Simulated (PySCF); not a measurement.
# NaN⁺: frontier orbitals

M06 at R = 2.768 Å; PySCF, no relativity, basis sets Na pcseg-1, N pcseg-1. State: ⁴Σ⁻ (quartet), unpaired electrons σ ↑, π ↑↑. Only the outer orbitals are listed, counted within each symmetry.

```
spin  orbital  occ.  ε (eV)  on Na (%)  main shells (%)
   α       1π     1  -40.22        100         100 Na p
   α       1π     1  -40.22        100         100 Na p
   α       4σ     1  -40.22        100         100 Na p
   α       5σ     1  -28.15          0          100 N s
   α       6σ     1  -15.56          2           98 N p
   α       2π     1  -15.32          0          100 N p
   α       2π     1  -15.32          0          100 N p
   α       7σ     0   -7.52        100          96 Na s
   α       3π     0   -5.19        100         100 Na p
   α       3π     0   -5.19        100         100 Na p
   β       1π     1  -40.21        100         100 Na p
   β       1π     1  -40.21        100         100 Na p
   β       4σ     1  -40.20        100         100 Na p
   β       5σ     1  -22.44          1           99 N s
   β       6σ     0   -8.43         38  61 N p, 35 Na s
   β       2π     0   -7.54          5           95 N p
   β       2π     0   -7.54          5           95 N p
```

Problem. Which are the highest filled and the lowest empty level, where do they sit, and how wide is the gap?

Solution. Highest filled α 2π at -15.32 eV (in %: 100 N p); lowest empty β 6σ at -8.43 eV (in %: 61 N p, 35 Na s); the gap at M06 is 6.89 eV.

| Property | Result |
| --- | --- |
| bond order (Mayer) | 0.06 |
| ⟨S²⟩ | 3.755 |
| charge on Na (Mulliken, basis-dependent) | 0.97 |
| charge on Na (Löwdin, basis-dependent) | 0.90 |
| dipole moment (positive dipole points towards N; it is taken about the centre of mass and depends on that origin) | -4.49 D |

The state is the lowest determinant that a PBE0 search found; another state may lie lower at other levels.
